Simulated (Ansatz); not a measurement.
Cost against result

Saddle point of CH$_{10}$Si$_{2}$, closed shell (Si₂H₆ ([SiH3][SiH3]) + CH₄ → CH₈Si₂ ([CH3][SiH2][SiH3]) + H₂; bonds formed: Si1–C7, H2–H6; bonds broken: Si1–H2, H6–C7), PBE0-D4/def2-TZVP structure:

```xyz
13
angstrom
Si -0.7444 0.0299 0.3029
H -0.1690 -1.5457 -0.1561
H -2.0399 -0.6307 0.6127
H -1.1490 1.4982 0.2294
Si 1.0310 -0.0593 1.8166
H -0.1940 -0.7860 -1.0211
C -0.2931 0.3108 -1.7981
H 2.2885 0.0099 1.0193
H 1.0147 -1.3481 2.5566
H 1.0345 1.0723 2.7857
H 0.0660 -0.3622 -2.5890
H 0.4279 1.1186 -1.6755
H -1.2732 0.6923 -2.0833
```

Barriers are electronic and count from the start structure reached by relaxing down the imaginary mode.

Computed with Ansatz 0.2.0 (basis: as named in each row); correlated methods freeze the cores. B3LYP uses VWN-RPA correlation. Extrapolation: Hartree–Fock as exp(−7.88 √X), correlation as X^−2.97.

Times are rough, for one single point on 4 threads of a shared host (Intel Xeon).

The estimate by CCSD(T) at an estimated basis limit (MP2 extrapolated from triple and quadruple zeta, plus CCSD(T) − MP2 in triple zeta) is 80.40 kcal/mol.

```csv
method,basis,time (s),barrier (kcal/mol),method less estimate
HF,STO-3G,under 1,170.44,90.04
PBE-D4,STO-3G,1,122.65,42.24
SPW92,def2-SVP,2,63.85,-16.56
B3LYP-D4,6-31G,2,99.74,19.34
PBE-D4,def2-SVP,2,71.84,-8.56
PBE0-D4,def2-SVP,2,76.58,-3.83
SPW92,def2-TZVPP,4,62.30,-18.10
PBE-D4,def2-TZVPP,6,70.47,-9.93
BLYP-D4,def2-TZVPP,6,76.74,-3.67
wB97M-V,def2-SVP,6,80.49,0.09
B3LYP-D4,def2-TZVPP,6,79.73,-0.68
BHLYP-D4,def2-TZVPP,8,84.96,4.56
r2SCAN-D4,def2-TZVPP,8,74.39,-6.02
PBE0-D4,def2-TZVPP,8,74.66,-5.74
CCSD(T),def2-SVP,9,87.51,7.11
RPA on PBE,def2-TZVPP,9,81.99,1.58
r2SCAN0-D4,def2-TZVPP,10,77.16,-3.25
CAM-B3LYP-D4,def2-TZVPP,11,81.71,1.31
PBE-QIDH,def2-TZVPP,11,78.72,-1.68
B2PLYP,def2-TZVPP,12,81.95,1.55
B97M-V,def2-TZVPP,15,75.97,-4.44
wB97M-V,def2-TZVPP,15,79.11,-1.30
wB97X-V,def2-TZVPP,16,80.88,0.47
MP2,def2-QZVPP,49,79.56,-0.84
CCSD(T),def2-TZVPP,110,81.74,1.33
```

All methods are single points on the PBE0-D4 structures.

T1 diagnostic: at most 0.013.

Labels in which every atom is bracketed show which atoms are joined, not bond orders.
